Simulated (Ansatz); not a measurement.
Reaction (SMILES): C=C (C2H4) + 2 [H][H] (H2) → 2 C (CH4)
B3LYP-D3(BJ)/def2-TZVP geometries, fixed; electronic energies without zero-point terms.
Largest species:
```xyz
6

C     -0.0012    -0.0058     0.6623
C      0.0012     0.0058    -0.6623
H      0.0167     0.9104     1.2401
H     -0.0212    -0.9321     1.2238
H      0.0212     0.9321    -1.2238
H     -0.0167    -0.9104    -1.2401
```

Basis-set convergence of the energy of full hydrogenation at r2SCAN with Ansatz (a first-principles code). Cartesian d functions, on some or all atoms, in 6-31+G*, 6-31G**; all else is spherical. The program fits the integrals of some runs and decomposes those of others, by size. No added dispersion term, no relativity. Functions are those of the species that has most. Reference: the value in aug-pcseg-3, -60.50 kcal/mol, itself unsure by roughly 0.03 kcal/mol (its mean distance from aug-cc-pVQZ, cc-pV5Z, def2-QZVPPD).

| basis | functions | energy of full hydrogenation (kcal/mol) |
|---|---|---|
| STO-3G | 14 | (withheld) |
| 3-21G | 26 | -65.07 |
| 6-31G | 26 | -63.91 |
| 6-31+G* | 46 | (withheld) |
| cc-pVDZ | 48 | (withheld) |
| pcseg-1 | 48 | -61.70 |
| 6-31G** | 50 | -63.04 |
| 6-311+G** | 68 | -61.10 |
| 6-311++G(2d,2p) | 94 | -61.35 |
| jun-cc-pV(T+d)Z | 134 | (withheld) |
| cc-pVQZ | 230 | -60.54 |
| def2-QZVPP | 234 | -60.49 |
| cc-pV5Z | 402 | -60.49 |

Task: Some entries are withheld; supply them.

Result: 
- STO-3G, energy of full hydrogenation (kcal/mol): -79.46
- 6-31+G*, energy of full hydrogenation (kcal/mol): -62.32
- cc-pVDZ, energy of full hydrogenation (kcal/mol): -62.02
- jun-cc-pV(T+d)Z, energy of full hydrogenation (kcal/mol): -60.75
